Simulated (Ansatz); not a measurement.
## Worked example: HBN⁺, triplet against HBN, doublet

Geometry (PBE0/def2-TZVP stationary point of a doublet), kept for both states (HBN, doublet: Π; HBN⁺, triplet: Σ⁻):

```
atom   x (Å)   y (Å)    z (Å)
   B  0.0000  0.0000   0.0439
   N  0.0000  0.0000  -1.2617
   H  0.0000  0.0000   1.2178
```

Basis 6-31G; Ansatz 0.2.0. Only valence electrons are correlated (noble-gas cores frozen). R marks a restricted (for open shells ROHF) determinant, U an unrestricted one.

Full CI is exact within this basis and frozen core; it isn't the basis-set limit. The frozen core follows each run's orbitals, which can shift R against U totals by a few meV.

```json
{"level": "UHF", "E(HBN, doublet) (hartree)": "-79.595336", "E(HBN⁺, triplet) (hartree)": "-79.241523"}
{"level": "UMP2", "E(HBN, doublet) (hartree)": "-79.728657", "E(HBN⁺, triplet) (hartree)": "-79.326683"}
{"level": "UCCSD(T)", "E(HBN, doublet) (hartree)": "-79.753461", "E(HBN⁺, triplet) (hartree)": "-79.348875"}
{"level": "PBE", "E(HBN, doublet) (hartree)": "-79.955236", "E(HBN⁺, triplet) (hartree)": "-79.528456"}
{"level": "B3LYP", "E(HBN, doublet) (hartree)": "-80.069948", "E(HBN⁺, triplet) (hartree)": "-79.646518"}
{"level": "full CI", "E(HBN, doublet) (hartree)": "-79.754896", "E(HBN⁺, triplet) (hartree)": "-79.349598"}
```

**Question.** Give the vertical gap, HBN⁺ triplet less HBN doublet, at each level in eV (1 hartree = 27.2114 eV), and each error against full CI.

**Answer.** full CI: (-79.349598 − (-79.754896)) × 27.2114 = 11.029 eV (the reference)
B3LYP: (-79.646518 − (-80.069948)) × 27.2114 = 11.522 eV, error 0.493 eV
PBE: (-79.528456 − (-79.955236)) × 27.2114 = 11.613 eV, error 0.584 eV
UCCSD(T): (-79.348875 − (-79.753461)) × 27.2114 = 11.009 eV, error -0.020 eV
UMP2: (-79.326683 − (-79.728657)) × 27.2114 = 10.938 eV, error -0.091 eV
UHF: (-79.241523 − (-79.595336)) × 27.2114 = 9.628 eV, error -1.401 eV

Total energies of functionals can't be set beside those of wave-function methods, since they hold the core's correlation and their own absolute errors; only the differences compare.

The set has no polarisation functions, so the order and spacing of states can differ from the basis-set limit.

In so small a basis the reference is far from its limit while semilocal and hybrid functionals are nearer theirs, so the functionals' errors here hold much of the reference's basis and frozen-core error, which can add to them or hide them.

Each level lands on the state that its own search finds. T1 diagnostics of restricted CCSD: 0.023 and 0.021.
